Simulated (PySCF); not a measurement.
Delta-SCF ions had no search for a lower state. 

**CH4, SMILES `C` (charge 0, multiplicity 1)**

These are PySCF with ωB97X-D3(BJ)/def2-TZVP // PBE0-D3(BJ)/def2-TZVP values and carry that method's errors.

* **HOMO**: -13.67 eV
* **dipole moment**: 0.00 D
* **HOMO–LUMO gap**: 17.13 eV
* **LUMO**: 3.46 eV
* **vertical ionisation energy (Delta-SCF)**: 14.38 eV
* **adiabatic ionisation energy (no zero-point term)**: 12.80 eV
* **hole reorganisation energy (four-point)**: 3.204 eV
* **total energy**: -40.5586 Ha
* **cost**: around 40 core-seconds (rough)

```xyz
5

C      0.0000     0.0000     0.0000
H     -0.3477    -0.7971    -0.6565
H      0.8486    -0.3548     0.5842
H      0.3048     0.8573    -0.5995
H     -0.8057     0.2946     0.6718
```
